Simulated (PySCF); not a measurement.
Record of a relaxation.

Compound: sulfuryl chloride, Cl₂O₂S.
Numbering: `[O:1]=[S:2](=[O:3])([Cl:4])[Cl:5]`

Computed by this run: PySCF, PBE0-D3(BJ)/def2-SVP geometry optimisation, gas phase; density fitting, grid level 1; the optimiser is geomeTRIC in internal coordinates, started from a GFN2-xTB structure with every atom displaced at random (about 0.01 Å). The frame can shift and turn from step to step; on so coarse a grid that alone can change the energy by a few meV, and forces under 0.02 eV/Å are noise.

Step 0: E = -39941.7541 eV, largest atomic force 2.064 eV/Å
```
atom  x, y, z in Å  |  force x, y, z in eV/Å
O1      0.023   -0.997   -1.206   -0.028  -0.116  -1.155
S2     -0.009   -0.241    0.001    0.463   0.438  -0.813
O3     -0.060   -0.906    1.245   -0.054  -0.503   2.002
Cl4     1.632    1.027   -0.007   -0.373  -0.052   0.024
Cl5    -1.553    1.083   -0.072   -0.008   0.233  -0.057
```

Step 1: E = -39941.6965 eV, largest atomic force 1.398 eV/Å
```
atom  x, y, z in Å  |  force x, y, z in eV/Å
O1      1.196   -0.177   -1.146   -0.574   0.555   1.148
S2      0.332   -0.062    0.020   -0.174  -0.813  -1.056
O3      0.685   -0.529    1.331    0.345   0.264   0.026
Cl4    -0.554    1.773    0.188    0.564   0.587   0.030
Cl5    -1.441   -0.962   -0.478   -0.161  -0.594  -0.148
```

Step 2: E = -39941.8056 eV, largest atomic force 0.689 eV/Å
```
atom  x, y, z in Å  |  force x, y, z in eV/Å
O1      1.181   -0.146   -1.128   -0.431   0.230   0.485
S2      0.298   -0.077    0.014    0.188  -0.253  -0.437
O3      0.688   -0.510    1.326    0.005   0.021   0.017
Cl4    -0.495    1.806    0.194    0.189   0.158  -0.072
Cl5    -1.453   -1.030   -0.490    0.050  -0.156   0.007
```

Step 3: E = -39941.8223 eV, largest atomic force 0.104 eV/Å
```
atom  x, y, z in Å  |  force x, y, z in eV/Å
O1      1.162   -0.120   -1.122   -0.035   0.032   0.062
S2      0.287   -0.080    0.017    0.004  -0.057  -0.087
O3      0.676   -0.519    1.328   -0.016   0.017  -0.006
Cl4    -0.461    1.823    0.186    0.020   0.024  -0.012
Cl5    -1.446   -1.062   -0.494    0.027  -0.016   0.043
```

Step 4: E = -39941.8226 eV, largest atomic force 0.029 eV/Å
```
atom  x, y, z in Å  |  force x, y, z in eV/Å
O1      1.162   -0.115   -1.121    0.004  -0.005  -0.006
S2      0.285   -0.081    0.016   -0.019  -0.006   0.001
O3      0.671   -0.520    1.327    0.004   0.003  -0.002
Cl4    -0.455    1.825    0.186   -0.008   0.010  -0.016
Cl5    -1.445   -1.067   -0.492    0.019  -0.002   0.022
```

Step 5: E = -39941.8227 eV, largest atomic force 0.021 eV/Å
```
atom  x, y, z in Å  |  force x, y, z in eV/Å
O1      1.162   -0.115   -1.121    0.002  -0.001  -0.006
S2      0.285   -0.081    0.015   -0.009  -0.010   0.001
O3      0.671   -0.520    1.327    0.004   0.009   0.002
Cl4    -0.455    1.826    0.186   -0.006   0.003  -0.016
Cl5    -1.445   -1.067   -0.492    0.009  -0.002   0.018
```

Question: Summarise the path.

Answer: The energy falls by 0.0686 eV from step 0 to step 5; nine tenths of that is first reached at step 3. It rises by more than 0.2 meV at step 1. The largest force goes from 2.064 to 0.021 eV/Å. Among the bonds S2=O3 changes most, from 1.412 to 1.436 Å; the atoms move by 0.034 Å rms after alignment.

The cost below is that of the whole optimisation. Hardware: one thread of an Intel Xeon 6975P-C, shared host with 192 logical CPUs at a one-minute load of 82. Cost: 11 s of wall time, 0.36 GiB resident at most.
